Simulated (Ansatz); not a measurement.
The same path of C$_{2}$H$_{5}$ClO$_{3}$ (11 atoms, charge 0, multiplicity 1) was run 3 times with different band settings. The coordinate that changes most is the dihedral C1–O2–C3–O5.

Level of theory: Ansatz 0.2.0, RKS PBE0-D4/6-31G.

Relaxed end points:

```xyz
11
Properties=species:S:1:pos:R:3
C -1.184 -0.640 -0.863
O -0.792 0.545 -0.093
C 0.419 0.447 0.557
O 0.504 -0.703 1.299
O 1.540 0.512 -0.277
Cl 0.454 1.990 1.687
H -2.089 -0.336 -1.384
H -1.382 -1.474 -0.189
H -0.400 -0.905 -1.577
H 1.416 -0.859 1.604
H 1.581 1.366 -0.744
```

```xyz
11
Properties=species:S:1:pos:R:3
C -1.433 -0.611 -0.504
O -0.401 0.408 -0.670
C 0.699 0.329 0.118
O 1.245 -0.919 0.152
O 1.625 1.284 -0.191
Cl 0.105 0.740 2.015
H -2.197 -0.349 -1.232
H -1.828 -0.563 0.513
H -1.016 -1.598 -0.709
H 2.032 -0.954 0.725
H 1.234 2.177 -0.198
```

Common settings: optimiser quadratic models (default); start path IDPP; force threshold 0.05 eV/Å; end points relaxed.

| run | movable images | climbing image | spring | iteration limit |
| --- | --- | --- | --- | --- |
| 1 | 9 | yes | 5.0 eV/Å² | 35 |
| 2 | 8 | no | 5.0 eV/Å² | 47 |
| 3 | 9 | yes | 0.5 eV/Å² | 53 |

Task: What does each run give, and how far can it be trusted?

Result: Run 1: converged after 6 iterations, highest image 0.015 eV above the first end. A vibrational analysis at the climbing image gives one clearly imaginary mode, 84i cm⁻¹: a first-order saddle point.
Run 2: converged after 6 iterations, highest image 0.014 eV above the first end. No image climbed, so the highest image needn't sit at the top of the path.
Run 3: converged after 6 iterations, highest image 0.015 eV above the first end. Another band between the same ends (9 images) ends at a top of the same energy, where a vibrational analysis finds 1 clearly imaginary mode.
Limits of this set-up: no polarisation functions.
